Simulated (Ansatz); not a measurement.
Basis sets compared for Si2C (the lowest singlet isomer of a short search). Charge 0, multiplicity 1. Geometry PBE0-D4/def2-TZVP. Ansatz on 4 threads of Arm Neoverse V2 on a shared host; times are rough, and most runs start from earlier orbitals.

```xyz
3

Si    0.548   -0.025   -1.388
Si   -0.113    0.375    1.440
C    -0.435   -0.350   -0.052
```

B3LYP takes the VWN-RPA correlation. The structure comes from a short search, and lower isomers may exist.

Binding counts from free atoms (Si triplet, C triplet) in the same basis, without a counterpoise term.

```csv
level,functions,energy (Eh),HOMO (eV),LUMO (eV),binding per atom (eV),wall time
HF/STO-3G,23,-608.4109,-4.80,6.10,2.54,0.05 s
HF/6-31G,35,-615.5117,-9.35,0.24,1.61,0.1 s
HF/def2-TZVP,105,-615.6432,-9.37,0.50,2.26,0.25 s
PBE-D4/def2-SVP,50,-616.4228,-6.09,-3.28,3.84,0.2 s
PBE-D4/def2-TZVP,105,-616.6666,-6.06,-3.27,3.85,0.4 s
r2SCAN-D4/def2-TZVP,105,-616.9202,-6.29,-3.22,3.67,1 s
B3LYP-D4/6-31G,35,-616.9304,-6.98,-2.81,3.17,0.2 s
B3LYP-D4/def2-TZVP,105,-617.0477,-6.94,-2.63,3.67,0.5 s
PBE0-D4/def2-SVP,50,-616.4670,-7.21,-2.54,3.65,0.25 s
PBE0-D4/def2-TZVP,105,-616.7096,-7.16,-2.52,3.68,0.6 s
```

(1) Estimate the rows for PBE-D4/def2-TZVPD, r2SCAN-D4/def2-TZVPD, PBE0-D4/def2-TZVPD.

Results:

(1) 
| level | functions | energy (Eh) | HOMO (eV) | LUMO (eV) | binding per atom (eV) | wall time |
| --- | --- | --- | --- | --- | --- | --- |
| PBE-D4/def2-TZVPD | 123 | -616.6672 | -6.09 | -3.29 | 3.86 | 0.5 s |
| r2SCAN-D4/def2-TZVPD | 123 | -616.9206 | -6.30 | -3.23 | 3.67 | 1.1 s |
| PBE0-D4/def2-TZVPD | 123 | -616.7101 | -7.18 | -2.54 | 3.68 | 0.55 s |
